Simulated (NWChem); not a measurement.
# ethylene (C2H4); SMILES C=C

Computed with NWChem. Pople sets run with spherical d functions. Level Hartree-Fock/6-31G*: optimisations from one semi-empirical or force-field start; each run changes one setting, and all end within 0.3 mHa of each other.

```tsv
setting	optimisation steps
redundant internal coordinates, default thresholds	2
symmetry off	2
tight thresholds	4
Cartesian coordinates	2
```
